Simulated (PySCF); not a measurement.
PySCF input file for Na₂, SMILES [Na][Na], B3LYP/pcJ-2. Geometry optimised at B3LYP-D3(BJ)/def2-TZVPD.

```python
import numpy as np
from pyscf import gto, scf, dft
from pyscf.prop.ssc import rks as ssc

mol = gto.M(
    atom='''
    Na    0.00000000    0.00000000   -1.52700296
    Na    0.00000000    0.00000000    1.52700296
    ''',
    basis='pcJ-2',
    charge=0,
    spin=0,
    max_memory=1600,
    verbose=3,
)
mf = dft.RKS(mol, xc='b3lyp')
mf.grids.level = 3
mf.conv_tol = 1e-10
mf.max_cycle = 100
mf.kernel()
j = ssc.SSC(mf)
j.with_fcsd = True
j.max_cycle_cphf = 80
j.conv_tol = 1e-7
e11 = j.kernel()
```

Log of the run:

```
converged SCF energy = -324.532098217467
Reduced spin-spin coupling constant K (Hz)
               #0        #1
        0 Na   0.00000
        1 Na 728.15531   0.00000
Spin-spin coupling constant J (Hz)
               #0        #1
        0 Na   0.00000
        1 Na 1591.39275   0.00000
```

The run converged.

Cost: very roughly 2.8 core-seconds.
